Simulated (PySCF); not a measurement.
Species: BFH5P.
SMILES: `[BH3-][PH2+]F`

Level: PBE0/def2-SVPD in PySCF, non-relativistic, on one gas-phase PBE0-D3(BJ)/def2-SVP geometry that isn't relaxed in the solvent. The solvent is an IEF-PCM continuum (van der Waals radii × 1.2), and excitations are vertical TDDFT with non-equilibrium linear response and a frozen core. Only the electrostatic response of the medium enters.

Gas-phase singlets (H = HOMO, L = LUMO):

```tsv
state	E (eV)	λ (nm)	f	leading configuration
S1	6.920	179	0.001	H-1→L 92%
S2	7.020	177	0.027	H→L 63%
S3	7.506	165	0.071	H-2→L 63%
S4	8.123	153	0.023	H→L+1 82%
S5	8.170	152	0.000	H-1→L+1 78%
```

**Question.** How does the list change in acetone (ε = 20.49)?

**Answer.** 
| state | E (eV) | λ (nm) | f | leading configuration | change by rank (eV) |
| --- | --- | --- | --- | --- | --- |
| S1 | 7.200 | 172 | 0.054 | H→L 82% | +0.280 |
| S2 | 7.287 | 170 | 0.001 | H-1→L 98% | +0.267 |
| S3 | 7.802 | 159 | 0.117 | H-2→L 78% | +0.296 |
| S4 | 8.447 | 147 | 0.045 | H→L+1 91% | +0.324 |
| S5 | 8.534 | 145 | 0.008 | H-1→L+1 76% | +0.364 |

**Question.** The ground-state energy changes by -0.231 eV from gas to acetone. By how much does the total energy of gas-phase S3 change?

**Answer.** E(S3) = E(S0) + excitation energy, so it changes by -0.231 + 0.296 = +0.065 eV: it isn't lowered at all, while the ground state is. This is the vertical state, with the slow part of the continuum still set for S0.

**Question.** How do the frontier levels move from gas to acetone?

**Answer.** 
```json
{"orbital": "LUMO+2", "gas (eV)": "0.55", "solvent (eV)": "1.05", "change (eV)": "+0.50"}
{"orbital": "LUMO+1", "gas (eV)": "0.33", "solvent (eV)": "0.77", "change (eV)": "+0.44"}
{"orbital": "LUMO", "gas (eV)": "-0.73", "solvent (eV)": "-0.34", "change (eV)": "+0.39"}
{"orbital": "HOMO", "gas (eV)": "-9.05", "solvent (eV)": "-8.90", "change (eV)": "+0.15"}
{"orbital": "HOMO-1", "gas (eV)": "-9.06", "solvent (eV)": "-9.05", "change (eV)": "+0.01"}
{"orbital": "HOMO-2", "gas (eV)": "-9.46", "solvent (eV)": "-9.40", "change (eV)": "+0.06"}
{"orbital": "HOMO-3", "gas (eV)": "-11.70", "solvent (eV)": "-11.21", "change (eV)": "+0.49"}
```

The HOMO–LUMO gap goes from 8.32 to 8.56 eV. Rows go by rank; for HOMO-1, HOMO, LUMO+1 and LUMO+2 the atom shares or the degeneracy differ between the runs, so the row needn't follow one orbital.
